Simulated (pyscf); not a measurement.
Optimised with ωB97X-D3(BJ)/def2-SVP in PySCF. Correlated levels are frozen-core, on RHF or UHF. ΔMP2 is the change of the MP2 total energy from the triple- to the quadruple-zeta basis.

Problem. PBE/def2-TZVP puts the barrier of `[Cl][B]([Cl])[Cl]` + `[FH]` -> `[ClH]` + `[F][B]([Cl])[Cl]` (four-centre exchange; singlet surface; B–Cl, F–H broken, Cl–H, B–F formed) at 0.50 eV and the reaction energy at -0.61 eV, from the separated reactants. What do r²SCAN/def2-TZVP, B3LYP-D3(BJ)/def2-TZVP, CCSD(T)/def2-TZVPP + ΔMP2(QZVPP) give on the same structures?

Solution. r²SCAN: ΔE‡ = 0.52 eV, ΔE = -0.67 eV; B3LYP-D3(BJ): ΔE‡ = 0.70 eV, ΔE = -0.66 eV; CCSD(T): ΔE‡ = 0.81 eV, ΔE = -0.58 eV. PBE's barrier lies under all of them, by 0.02 to 0.31 eV. Its reaction energy lies among theirs. This is the saddle that the search found; another between the same sides may lie lower. The CCSD(T) − MP2 part came from Ansatz, without density fitting, on the same reference.
